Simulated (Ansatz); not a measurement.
The same path of C$_{4}$H$_{9}$FS (15 atoms, charge 0, multiplicity 1) was run twice with different band settings. The coordinate that changes most is the dihedral S2–C3–C5–H13.

The calculation used Ansatz 0.2.0, RKS PBE/6-31G.

Relaxed end points:

```xyz
15
Properties=species:S:1:pos:R:3
C -0.089 -2.342 0.459
S -1.305 -0.909 0.264
C -0.051 0.533 0.173
C 0.852 0.452 -1.049
C -0.828 1.833 0.314
F 0.825 0.419 1.341
H 0.309 -2.665 -0.513
H -0.648 -3.162 0.929
H 0.715 -2.004 1.128
H 1.585 1.277 -1.019
H 1.406 -0.499 -1.071
H 0.257 0.536 -1.972
H -1.539 1.955 -0.520
H -0.124 2.682 0.304
H -1.386 1.845 1.262
```

```xyz
15
Properties=species:S:1:pos:R:3
C -0.200 -2.376 0.157
S -1.331 -0.894 -0.150
C -0.087 0.513 0.217
C 1.077 0.543 -0.761
C -0.875 1.811 0.318
F 0.491 0.247 1.537
H 0.412 -2.605 -0.727
H -0.858 -3.225 0.388
H 0.428 -2.142 1.028
H 1.784 1.339 -0.469
H 1.620 -0.415 -0.760
H 0.716 0.742 -1.782
H -1.639 1.734 1.105
H -1.370 2.042 -0.639
H -0.188 2.637 0.568
```

Common settings: movable images 5; climbing image yes; spring 5.0 eV/Å²; optimiser quadratic models (default); start path IDPP; end points relaxed.

| run | force threshold | iteration limit |
| --- | --- | --- |
| 1 | 0.05 eV/Å | 58 |
| 2 | 0.5 eV/Å | 60 |

What does each run give, and how far can it be trusted?

Run 1: converged after 5 iterations, highest image 0.130 eV above the first end. A vibrational analysis at the climbing image gives one clearly imaginary mode, 225i cm⁻¹: a first-order saddle point.
Run 2: converged after 2 iterations, highest image 0.138 eV above the first end. The threshold of 0.5 eV/Å is loose, so the images may lie well off the minimum-energy path. The order of the stationary point at the top wasn't checked.
Limits of this set-up: no polarisation functions.
